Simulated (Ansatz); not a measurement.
Calculated with Ansatz (gas phase, PBE0-D4/def2-TZVP geometries, no zero-point term in ΔE). CCSD(T)/CBS adds triple-zeta CCSD(T) − MP2 to the extrapolated MP2 energy (def2 sets, frozen cores). This one scheme is used for every species. Double bonds are as drawn, so ΔE can hold a change between cis and trans. DFT in def2-TZVPP. B3LYP here is the variant with VWN-RPA as its local correlation; programs differ in this. Each species was taken in one conformer, which may not be the lowest.

Consider the hydrogenolysis of a C–O bond: `OC/N=C\F` + H₂ → `C/N=C\F` + H₂O.

`OC/N=C\F`:

Z-matrix (Å, degrees):
```
C
N 1 1.443
O 1 1.394 2 110.6
H 1 1.093 2 112.3 3 -118.8
H 1 1.100 2 107.5 3 122.2
C 2 1.238 1 121.5 3 157.5
H 3 0.962 1 107.5 2 46.2
F 6 1.345 2 124.4 1 -0.2
H 6 1.086 2 124.4 1 179.8
```

H₂:

Cartesian coordinates in Å:
```
H 0.150 -0.121 -0.319
H -0.150 0.121 0.319
```

`C/N=C\F`:

Z-matrix (Å, degrees):
```
C
N 1 1.443
H 1 1.093 2 114.5
H 1 1.092 2 108.4 3 122.1
H 1 1.092 2 108.4 3 -122.2
C 2 1.239 1 121.5 3 -1.3
F 6 1.349 2 125.3 1 0.0
H 6 1.086 2 124.0 1 -180.0
```

H₂O:

```xyz
3

O    -0.178   -0.139   -0.317
H    -0.187   -0.510    0.568
H     0.365    0.649   -0.251
```

```csv
level,ΔE (kJ/mol),difference from CCSD(T)/CBS
B97M-V,-90.9,4.0
B3LYP-D4,-88.1,6.8
r2SCANh-D4,-87.3,7.6
ωB97M-V,-87.8,7.1
PBE-QIDH,-93.2,1.7
r2SCAN0,-90.5,4.4
BHLYP,-94.5,0.4
HF/def2-SVP,-89.3,5.6
MP2/def2-TZVPP,-93.2,1.7
CCSD/CBS(def2),-98.0,-3.1
CCSD(T)/CBS,-94.9,0
```

Largest T1 diagnostic among the species: 0.013.

At CCSD(T), def2-SVP lies +14.6 kJ/mol from the extrapolated value and def2-TZVPP +3.7 kJ/mol. From BLYP to BHLYP (50 % exact exchange), in def2-TZVPP and without D4, ΔE moves by −5.4 kJ/mol.
